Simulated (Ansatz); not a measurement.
in.yaml

```yaml
crystal:
  periodic: [false, false, false]
  atoms:
    - {symbol: Be, position_ang: [0.000000, 0.000000, 0.000000]}
    - {symbol: H, position_ang: [1.235833, 0.012393, 0.000000]}
    - {symbol: H, position_ang: [-0.628649, 1.064062, -0.002774]}
    - {symbol: H, position_ang: [-0.607184, -1.076455, 0.002774]}
basis:
  gaussian: {orbitals: "6-31++G**"}
total_charge: -1
magnetization: {spin_polarized: false}
correlation: {method: ccsd_t, electrons: outside_noble_gas}
output: {forces: true}
```

```sh
$ ansatz run in.yaml --threads 1 --pin off --events-out ev --progress --plain --max-ram 2393MiB
```

Output:

```
329 factors; integrals over basis functions are off by at most 1.2e-3 eV
mean field evaluation 1: about -443.3737 eV, gradient 9.7e0 eV
mean field evaluation 2: about -443.3766 eV, gradient 9.7e0 eV
mean field evaluation 4: about -443.8379 eV, gradient 2.2e-1 eV
mean field evaluation 8: about -443.8383 eV, gradient 3.9e-4 eV
mean field -443.83827251 eV, -16.3107556702 hartree, gradient 1.6e-6 eV, S^2 0.000000; 0 other end points of the search recorded, 0 dependent functions left out
1 core orbitals not correlated: weight in the atoms' cores, before any rotation towards them, 1.000 or more for the frozen orbitals, at most 0.000 for the correlated occupied ones
reference -443.83827251 eV, -16.3107556702 hartree; 3, 3 occupied and 33, 33 virtual orbitals, 329 factors
second order -2.18954629 eV of doubles, -0.00000000 eV of singles
cycle   1  -2.59811777 eV  change   -4.1e-1 eV  update   4.4e-2
cycle   2  -2.73811518 eV  change   -1.4e-1 eV  update   1.4e-2
cycle   3  -2.73920724 eV  change   -1.1e-3 eV  update   3.5e-3
cycle   4  -2.73885892 eV  change    3.5e-4 eV  update   1.1e-3
cycle   5  -2.73884085 eV  change    1.8e-5 eV  update   4.0e-4
cycle   6  -2.73879362 eV  change    4.7e-5 eV  update   1.2e-4
cycle   7  -2.73879107 eV  change    2.6e-6 eV  update   4.0e-5
cycle   8  -2.73880037 eV  change   -9.3e-6 eV  update   1.1e-5
cycle   9  -2.73880062 eV  change   -2.4e-7 eV  update   3.0e-6
perturbative correction -0.03372837 eV, -0.0012394947 hartree
the calculation of the forces begins
mean field evaluation 16: about -443.8344 eV, gradient 4.6e-2 eV
Total energy: -446.61080149 eV, -16.4126442312 hartree
Atom 0 at     0.000000     0.000000     0.000000 Å, force     0.000012     0.000000     0.000000 eV/Å
Atom 1 at     1.235833     0.012393     0.000000 Å, force     2.952533     0.029608     0.000000 eV/Å
Atom 2 at    -0.628649     1.064062    -0.002774 Å, force    -1.501914     2.542168    -0.006627 eV/Å
Atom 3 at    -0.607184    -1.076455     0.002774 Å, force    -1.450631    -2.571776     0.006627 eV/Å
Dipole moment:    -0.000000    -0.000000    -0.000000 e Å
```

Forces (eV/Å):
```
Be   0.000  0.000  0.000
H    2.953  0.030  0.000
H   -1.502  2.542 -0.007
H   -1.451 -2.572  0.007
```

For the same geometry and basis full CI lies 9.3 meV lower.

Ran on 1 thread of Arm Neoverse V1, shared host: 0.48 s wall, 0.09 GiB peak host memory.
